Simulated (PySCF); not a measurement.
Bond stretch in SMILES O=C. The C1–H4 bond (C1 also carries H, O; H4 carries nothing else) is stretched with both fragments frozen at the PBE0/def2-TZVP optimised geometry. Each curve is given relative to its own lowest point near equilibrium.

```
R / Å      A      B      C      D
-----  -----  -----  -----  -----
0.89   129.3  123.2  127.0  127.3
0.94    72.7   67.3   69.9   70.3
1.00    30.2   26.1   27.5   27.9
1.05    10.6    7.8    8.5    8.8
1.07     5.8    3.7    4.2    4.4
1.11     0.7    0.0    0.0    0.0
1.14     0.0    0.5    0.2    0.0
1.17     1.5    3.3    2.7    2.3
1.23     9.7   14.3   13.1   12.3
1.29    22.9   30.6   28.8   27.4
1.38    48.4   61.3   58.3   55.7
1.51    90.8  112.2  106.4  101.5
1.65   137.7  168.8  157.9  150.2
1.82   191.6  234.9  213.9  202.6
1.99   240.1  295.6  259.8  245.4
2.22   296.4  368.5  305.5  288.4
2.43   339.0  426.3  333.1  314.9
2.69   381.6  487.5  353.4  335.0
3.02   422.1  551.2  366.0  347.9
3.32   448.7  598.2  370.9  353.2
3.90   480.9  665.4  374.0  356.7
```

Energies in kJ/mol.

Q: Assign the columns to these levels of theory: CASSCF(2,2)/cc-pVDZ run with PySCF; SC-NEVPT2 on CASSCF(2,2)/cc-pVDZ, all electrons correlated (PySCF 2.14.0); PySCF with restricted PBE/cc-pVDZ; restricted wB97X-V/cc-pVDZ (PySCF 2.14.0).

A: A is RKS-PBE; B is RKS-wB97X-V; C is CASSCF(2,2); D is NEVPT2.

At the longest distance RKS-PBE, RKS-wB97X-V leaves fractional charges on the fragments, a sign of delocalisation error or of the restricted form. The restricted form behind RKS-PBE, RKS-wB97X-V keeps the bonding electrons paired and can't separate into open-shell fragments.
